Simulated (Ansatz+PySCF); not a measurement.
singlet C3H3(+): levels of theory in one basis

```xyz
6

C     0.7875    0.0000    0.0000
C    -0.3937    0.6820    0.0000
C    -0.3937   -0.6820    0.0000
H     1.8815    0.0000    0.0000
H    -0.9407    1.6294    0.0000
H    -0.9407   -1.6294    0.0000
```

Basis set: def2-SVP (spherical functions). Correlated methods keep 3 orbitals frozen. Charge 1, multiplicity 1.

Computed with Ansatz (development build ahead of 0.2.0); each method stands on the lowest determinant of its kind that the runs found. NEVPT2 correlates all electrons. Active spaces start from the frontier orbitals, and the lowest solution found is given.

| method | E − E(RHF) (eV) | <S²> of the determinant |
| --- | --- | --- |
| RHF | 0.00 | 0.00 |
| RHF-MP2 | -9.57 | – |
| RHF-CCSD | -10.24 | – |
| CASSCF(2,3) | -0.65 | – |
| CASSCF(2,2) | -0.36 | – |
| SC-NEVPT2(2,3) | -9.93 | – |
| SC-NEVPT2(2,2) | -9.77 | – |

Question: What does RHF-CCSD(T) give on the same scale?

Answer: -10.65 eV.

Question: Is a single determinant a sound starting point here?

Answer: By this sign, yes. Unrestricted orbitals gain 0.00 eV and <S²> is 0.00 against 0.00 for a pure state. The CASSCF(2,3) natural occupations are 1.95, 0.03, 0.03. The CASSCF(2,2) natural occupations are 1.97, 0.03.
